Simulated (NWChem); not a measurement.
## Lowest excitation of methylamine (CH5N)

```
C
H 1 1.1017
H 1 1.1017 2 106.33
H 1 1.1109 2 107.02 3 114.13
N 1 1.4464 2 109.84 3 -118.80
H 5 1.0177 1 110.59 2 -63.08
H 5 1.0177 6 106.10 1 119.97
```
Charge 0, spin multiplicity 1.

All runs are NWChem calculations. The geometry was optimised at PBE0/def2-SVP, a minimum by its harmonic frequencies.

Basis set: def2-SVPD.

The correlated methods keep 2 core orbitals frozen. B3LYP has NWChem's definition, with VWN1-RPA local correlation. Coupled-cluster values serve here as a point of comparison, not as the truth.

### Question
For the lowest vertical singlet excitation energy, CIS gives 7.53 eV and TD-PBE gives 5.54 eV. What do TD-B3LYP, TD-BHandHLYP, EOM-CCSD give?

### Answer
TD-B3LYP: 5.97 eV; TD-BHandHLYP: 6.61 eV; EOM-CCSD: 6.45 eV.
